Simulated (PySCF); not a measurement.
Match the calculated data to a structure.

All candidates are C5H4O2.

- Dipole: 1.68 D [PBE0/def2-SVPD]
- Polarisability: 73.4 au [PBE0/def2-SVPD]
- UV, strongest line: among the 6 lowest singlet transitions: S3 at 4.94 eV (251 nm, f = 0.448) [TDDFT PBE0/def2-SVPD]
- Rotational structure: rotational constants A, B, C: 10.487, 1.206, 1.082 GHz [PBE0-D3(BJ)/def2-SVP]
- UV, first state: lowest singlet excitation: 4.40 eV (282 nm, f = 0.000) [TDDFT PBE0/def2-SVPD]

The electronic properties come from PySCF, for the isolated species, density fitting. Levels stand in brackets. The structure is a single PBE0-D3(BJ)/def2-SVP conformer in the gas phase; no vibrational or solvent corrections.

Question: Which candidate is it?
A. `O=Cc1ccoc1`
B. `O=c1ccocc1`
C. `C=C1C=C1OC=O`
D. `C#C/C=C/C(=O)O`

Answer: D. It is `C#C/C=C/C(=O)O`. Numbering: `[CH:1]#[C:2]/[CH:3]=[CH:4]/[C:5](=[O:6])[OH:7]`. Its formula, C5H4O2, gives 4 degrees of unsaturation: 0 rings and 4 π bonds in the structure found. S1 is mainly HOMO−1→LUMO (weight 0.98); the largest Löwdin shares of the orbital it empties are 0.37 on the acid carbonyl oxygen, 0.22 on the terminal alkyne carbon, 0.20 on the alkyne carbon and 0.06 on the acid hydroxyl oxygen, of the orbital it fills 0.23 on an alkene CH carbon, 0.20 on an alkene CH carbon, 0.14 on the terminal alkyne carbon and 0.13 on the carboxylic acid carbon. The optimised geometry has point group Cs and is an asymmetric top.

The others, at the same levels:
- `O=c1ccocc1` fails: its computed lowest singlet excitation is 4.03 eV (308 nm, f = 0.000) (against 4.40 eV), static isotropic polarisability is 63.2 au (against 73.4 au) and rotational constant A is 5.907 GHz (against 10.487 GHz).
- `O=Cc1ccoc1` fails: its computed lowest singlet excitation is 3.87 eV (321 nm, f = 0.000) (against 4.40 eV), static isotropic polarisability is 62.7 au (against 73.4 au) and rotational constant A is 8.217 GHz (against 10.487 GHz).
- `C=C1C=C1OC=O` fails: its computed lowest singlet excitation is 3.82 eV (324 nm, f = 0.042) (against 4.40 eV), static isotropic polarisability is 67.8 au (against 73.4 au) and rotational constant A is 9.754 GHz (against 10.487 GHz).

Each candidate is one conformer, not necessarily the lowest. The conformers computed, where there is a choice (atom-mapped SMILES and torsion angles):
- `[CH:1]#[C:2]/[CH:3]=[CH:4]/[C:5](=[O:6])[OH:7]`: C3–C4–C5–O6 0°, H–O7–C5–C4 180°
- `[O:1]=[CH:2][c:3]1[cH:4][cH:5][o:6][cH:7]1`: O1–C2–C3–C4 180°
- `[CH2:1]=[C:2]1[CH:3]=[C:4]1[O:5][CH:6]=[O:7]`: C3–C4–O5–C6 -1°, C4–O5–C6–O7 0°
